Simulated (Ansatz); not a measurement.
Ansatz (an electronic-structure program) input (PBE/pcseg-1): A basis named .json is the Basis Set Exchange file of that set (core-valence sets with the plain set on hydrogen).

Ansatz 0.2 input:
```yaml
crystal:
  periodic: [false, false, false]
  atoms:
    - {symbol: O, position_ang: [1.18305207, 0.34569777, 0.00221414]}
    - {symbol: C, position_ang: [-0.01560079, 0.64877161, -0.00691488]}
    - {symbol: C, position_ang: [-0.95954357, -0.64362375, 0.00203245]}
    - {symbol: H, position_ang: [-0.38234312, -1.58832861, 0.01484689]}
    - {symbol: H, position_ang: [-1.61996547, -0.59478565, 0.87932223]}
    - {symbol: H, position_ang: [-1.61124183, -0.61335505, -0.88258769]}
basis:
  gaussian:
    orbitals: pcseg-1.json
hamiltonian:
  xc: {name: PBE}
total_charge: -1
magnetization: {spin_polarized: false}
```

Output:

```
Functional definition: PBE
integrals: 0.01 GiB planned
637 factors; their error is unknown
mean field: 0.11 GiB planned
mean field evaluation 1: about -4159.5796 eV, gradient 3.3e1 eV
mean field evaluation 2: about -4154.6320 eV, gradient 5.3e1 eV
mean field evaluation 4: about -4162.3614 eV, gradient 5.0e0 eV
mean field evaluation 8: about -4162.3654 eV, gradient 2.7e-1 eV
mean field evaluation 16: about -4162.3656 eV, gradient 3.0e-5 eV
mean field -4162.36559920 eV, -152.9641144179 hartree, gradient 3.0e-5 eV, S^2 0.000000; 0 other end points of the search recorded, 0 dependent functions left out
reference -4162.36562652 eV, -152.9641154217 hartree; 12, 12 occupied and 45, 45 virtual orbitals, 637 factors
Total energy: -4162.36562652 eV, -152.9641154217 hartree
```
